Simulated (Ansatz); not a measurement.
**AlC (quartet): the correlation ladder, def2-TZVPP**

An exercise on one series of results from a longer session: the logs are not shown, and one member is left open.

Method: def2-TZVPP, core rule «outside noble gas», up to 6 orbitals frozen; program: Ansatz 0.2.0, Gaussian basis.

The runs, in order: UHF; ROHF; CCSD(T) on UHF.

## What is computed

The geometry is a PBE0/def2-TZVP stationary point (not a proven minimum).

2 atoms, charge 0, spin multiplicity 4.

Atoms are counted from 1 here; the program's logs count them from 0.

Bond lengths: Al1–C2 1.967 Å.

The first run:

Contents of in.yaml:

```yaml
crystal:
  periodic: [false, false, false]
  atoms:
    - {symbol: Al, position_ang: [0.000000, 0.000000, 0.000000]}
    - {symbol: C, position_ang: [0.000000, 0.000000, 1.966767]}
basis:
  gaussian: {orbitals: def2-TZVPP}
magnetization: {spin_polarized: true, initial_magnetization: 3}
hamiltonian: {xc: hf}
output: {orbitals: {seedname: orbitals}}
```

Command:

```sh
> ansatz run in.yaml --threads 1 --pin off --events-out ev --progress --plain --max-ram 4096MiB --backend cpu
```

Steps of the session up to this table: UHF; ROHF; CCSD(T) on UHF.

One of the session's tables, all rows but one given; the rest of the session is left out.

It belongs to the step «Misses and costs». 

```
  method  from UCCSD(T) (kJ/mol)
    ROHF                       ?
     UHF                  +434.5
    UMP2                   +96.6
   UCCSD                   +18.3
UCCSD(T)                       0
```

Q: Estimate the row for ROHF from the others.

As computed: from UCCSD(T) (kJ/mol): +440.2. In the column «from UCCSD(T) (kJ/mol)» it is the highest.

With the free atoms at the same levels and basis (separate runs), the atomisation energy is 3.309 eV at UCCSD(T), 2.810 eV at ROHF.
